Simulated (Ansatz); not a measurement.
# CH₃NO: basis-set convergence

One table from this session's results is given with a row withheld; the runs are named, their logs left out.

Program: Ansatz 0.2.0, Gaussian basis. Level of theory: one geometry, several basis sets. These are calculated values, not measurements.

The runs, in order: PBE0-D4/def2-SVP; ωB97M-V/def2-SVP; PBE0-D4/def2-QZVPP; ωB97M-V/def2-QZVPP; CCSD(T)/cc-pV(D+d)Z; CCSD(T)/cc-pV(T+d)Z; CCSD(T)/cc-pV(Q+d)Z; the functionals' def2-TZVPP values are taken from earlier runs.

### The relaxed structure

An earlier PBE0-D4 in a triple-zeta def2 set relaxation fixed the geometry.

SMILES `C=NO`, 6 atoms, charge 0, spin multiplicity 1.

Atoms are counted from 1 here; the program's logs count them from 0.

Bond lengths: C1–N2 1.263 Å, C1–H4 1.083 Å, C1–H5 1.089 Å, N2–O3 1.378 Å, O3–H6 0.961 Å. Angles: N2–C1–H4 116.5°, N2–C1–H5 122.7°, H4–C1–H5 120.7°, C1–N2–O3 112.0°, N2–O3–H6 103.2°.

Coordinates:

| atom | x (Å) | y (Å) | z (Å) |
| --- | --- | --- | --- |
| C1 | -0.6415 | 0.2750 | -0.5295 |
| N2 | -0.0604 | -0.5885 | 0.1859 |
| O3 | 1.0921 | -0.0940 | 0.7578 |
| H4 | -1.5579 | -0.0369 | -1.0153 |
| H5 | -0.2567 | 1.2851 | -0.6630 |
| H6 | 1.4243 | -0.8407 | 1.2641 |

The first run:

Input file in.yaml:

```yaml
crystal:
  periodic: [false, false, false]
  atoms:
    - {symbol: C, position_ang: [-0.641485, 0.274957, -0.529530]}
    - {symbol: N, position_ang: [-0.060359, -0.588501, 0.185932]}
    - {symbol: O, position_ang: [1.092113, -0.093966, 0.757785]}
    - {symbol: H, position_ang: [-1.557885, -0.036868, -1.015309]}
    - {symbol: H, position_ang: [-0.256678, 1.285109, -0.662961]}
    - {symbol: H, position_ang: [1.424286, -0.840732, 1.264072]}
basis:
  gaussian: {orbitals: def2-SVP}
hamiltonian: {xc: pbe0, dispersion: d4}
output: {orbitals: {seedname: orbitals}}
```

Launch:

```bash
$ ansatz run in.yaml --threads 4 --pin off --events-out ev --progress --plain --max-ram 10444MiB
```

Steps of the session up to this table: PBE0-D4 in def2-SVP; ωB97M-V in def2-SVP; PBE0-D4 in def2-QZVPP; ωB97M-V in def2-QZVPP.

One table of the session follows, with a row left open; its other results are not shown here.

It belongs to the step «Functionals by basis». 

```
functional       basis  HOMO (eV)  LUMO (eV)
   PBE0-D4    def2-SVP      -7.64       0.07
   PBE0-D4  def2-TZVPP          ?          ?
   PBE0-D4  def2-QZVPP      -7.86      -0.34
   ωB97M-V    def2-SVP      -9.96       2.47
   ωB97M-V  def2-TZVPP     -10.15       2.02
   ωB97M-V  def2-QZVPP     -10.20       1.81
```

Q: Estimate the row for PBE0-D4, def2-TZVPP from the others.

The run gave: HOMO (eV): -7.81; LUMO (eV): -0.23. In the column «HOMO (eV)» it lies between PBE0-D4, def2-QZVPP (-7.86) and PBE0-D4, def2-SVP (-7.64).
